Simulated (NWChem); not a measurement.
## Correlation energy of C3H7Cl

```
C
H 1 1.1112
H 1 1.1136 2 106.09
C 1 1.5235 2 108.71 3 114.43
H 4 1.1070 1 111.56 2 -58.75
H 4 1.1087 5 108.45 1 123.35
C 1 1.5285 2 110.28 3 -119.27
H 7 1.1081 1 111.28 2 56.45
H 7 1.1084 8 108.04 1 121.63
H 7 1.1102 8 107.70 9 116.00
Cl 4 1.8135 5 106.18 6 113.83
```
Charge 0, spin multiplicity 1.

The numbers come from NWChem runs, not from measurements. All single points use one geometry, from PBE/def2-SVP, a minimum by its harmonic frequencies. It is one conformer; others weren't searched.

Basis set: cc-pVDZ. Each correlation energy counts from its own Hartree-Fock reference.

The correlated methods keep 8 core orbitals frozen. The structure started from a generated list of species. Coupled-cluster values serve here as a point of comparison, not as the truth.

Problem. One of these methods gave a correlation energy of -573.7 mHa. Which?
A) MP2
B) CCSD+T(CCSD)
C) SCS-MP2
D) CCSD

Solution. A, MP2. The others give -629.1 (CCSD), -646.9 (CCSD+T(CCSD)), -571.4 (SCS-MP2).
